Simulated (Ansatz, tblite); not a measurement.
# (CdS)2 ring (Cd2S2): a ladder of methods and basis sets

Aim: run the singlet of (CdS)2 ring (Cd2S2) at one geometry on many levels, and compare frontier levels, spin and run time.

Computed with Ansatz 0.2.0, Gaussian basis. Level: as each input shows.

The runs, in order: GFN1-xTB, GFN2-xTB, PBE-D4/def2-TZVP, r2SCAN-D4/def2-TZVP, LDA/def2-TZVP, r2SCAN0-D4/def2-TZVP, LC-ωPBE/def2-TZVP, B3LYP-D4/def2-TZVP, HF/def2-TZVP, ωB97X-V/def2-TZVP, B97M-V/def2-TZVP, PBE-D4/def2-SVP, PBE0-D4/def2-SVP, PBE0-D4/def2-TZVPD, PBE-D4/def2-TZVPD, r2SCAN-D4/def2-TZVPD, CCSD(T)/def2-TZVP, RPA/def2-TZVP.

1 further run of the same task is left out (set aside as unsound or not needed).

### 1 The structure

The geometry is that of the singlet, from an earlier relaxation (r2SCAN-D4/def2-SVP).

4 atoms, charge 0, spin multiplicity 1.

Bond lengths: Cd1–S2 2.457 Å, Cd1–S4 2.457 Å, S2–Cd3 2.457 Å, Cd3–S4 2.457 Å. Angles: S2–Cd1–S4 111.3°, Cd1–S2–Cd3 68.7°, S2–Cd3–S4 111.3°, Cd1–S4–Cd3 68.7°.

Cd takes a core potential in the def2 sets. No spin-orbit coupling is included.

PBE0-D4/def2-TZVP was run before; its log isn't repeated, and its numbers join the tables.

### 2 GFN1-xTB

Tight binding, by tblite at 300 K electronic temperature and without a spin-polarisation term:

```python
tblite.interface.Calculator('GFN1-xTB', numbers, positions, charge=0, uhf=0).singlepoint()
```

Energy -247.9210 eV, HOMO -9.72 eV, LUMO -7.50 eV; 0.003 s.

### 3 GFN2-xTB

Tight binding, by tblite at 300 K electronic temperature and without a spin-polarisation term:

```python
tblite.interface.Calculator('GFN2-xTB', numbers, positions, charge=0, uhf=0).singlepoint()
```

Energy -209.3601 eV, HOMO -10.11 eV, LUMO -8.23 eV; 0.002 s.

### 4 PBE-D4/def2-TZVP

start.molden holds the orbitals of an earlier run on this state, given as this run's starting guess.

The input, in.yaml:

```yaml
crystal:
  periodic: [false, false, false]
  atoms:
    - {symbol: Cd, position_ang: [-0.680313, -0.737368, -0.957592]}
    - {symbol: S, position_ang: [1.767538, -0.575585, -0.812513]}
    - {symbol: Cd, position_ang: [0.680314, 0.737370, 0.957596]}
    - {symbol: S, position_ang: [-1.767539, 0.575592, 0.812509]}
basis:
  gaussian: {orbitals: def2-TZVP, initial_orbitals: start.molden}
hamiltonian: {xc: pbe, dispersion: d4}
scf: {omitted_lower_state_checks: [starts]}
output: {orbitals: {seedname: orbitals}}
```

On the command line:

```console
$ ansatz run in.yaml --threads 2 --pin off --events-out ev --progress --plain --max-ram 4352MiB
```

The runs that follow: r2SCAN-D4/def2-TZVP; LDA/def2-TZVP; r2SCAN0-D4/def2-TZVP; LC-ωPBE/def2-TZVP; B3LYP-D4/def2-TZVP; HF/def2-TZVP; ωB97X-V/def2-TZVP; B97M-V/def2-TZVP; PBE-D4/def2-SVP; PBE0-D4/def2-SVP; PBE0-D4/def2-TZVPD; PBE-D4/def2-TZVPD; r2SCAN-D4/def2-TZVPD; CCSD(T)/def2-TZVP; RPA/def2-TZVP.

**Question.** What will the summary of the whole plan be? Wanted: gap in def2-TZVP, named functionals and Hartree-Fock, smallest and largest; correlation energy, CCSD(T)/def2-TZVP; binding an atom, CCSD(T)/def2-TZVP; PBE0 total energy, smallest basis above largest.

**Answer**, as computed:

| quantity | value |
| --- | --- |
| gap in def2-TZVP, named functionals and Hartree-Fock, smallest and largest | 1.15 eV (LDA), 7.85 eV (HF) |
| correlation energy, CCSD(T)/def2-TZVP | -36.89 eV |
| binding an atom, CCSD(T)/def2-TZVP | 1.307 eV |
| PBE0 total energy, smallest basis above largest | 9.67 eV (def2-SVP, def2-TZVPD) |

In words: Orbital gaps of the named functionals and Hartree-Fock in def2-TZVP span 1.15 eV (LDA) to 7.85 eV (HF); exact exchange widens it. The functionals in def2-TZVP miss CCSD(T)/def2-TZVP by -0.034 (B3LYP-D4) to +0.569 eV (LDA) an atom. CCSD(T)/def2-TZVP isn't at the basis-set limit; small misses against it rank nothing.
